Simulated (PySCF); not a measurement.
**Working with the constants of LiB⁺**

UHF-CCSD(T) constants of LiB⁺, ²Σ⁺ (doublet), unpaired electrons σ ↑ (basis Li STO-3G, B STO-3G; no relativity; PySCF 2.14; masses 7.0160 and 11.0093 u):

```
ωe            : 485.8 cm⁻¹
ωexe          : 2.36 cm⁻¹
Be            : 0.70831 cm⁻¹
αe            : 0.00721 cm⁻¹
De to Li⁺ + B : 2.58 eV
```

Q: What force constant and bond length do these constants imply?

A: Reduced mass μred = 4.2852 u; k = 5.8918×10⁻⁷·μred·ωe² (u, cm⁻¹, mdyn/Å) = 0.596 mdyn/Å; Re = √(16.8576/(μred·Be)) (u, cm⁻¹, Å) = 2.357 Å.

Q: Estimate the centrifugal constant D from the Kratzer relation and find the Dunham coefficient a1.

A: D = 4Be³/ωe² = 6.02e-06 cm⁻¹; a1 = −1 − αeωe/(6Be²) = -2.16.

Correlated steps freeze 1 core orbital. For an ion De counts to the pair picked by the measured ionisation energies or electron affinities, which need not be the lowest pair at this level. STO-3G is very small, so such numbers show the basis as much as the molecule. The state is the lowest determinant that a PBE0 search found; another state may lie lower at other levels.
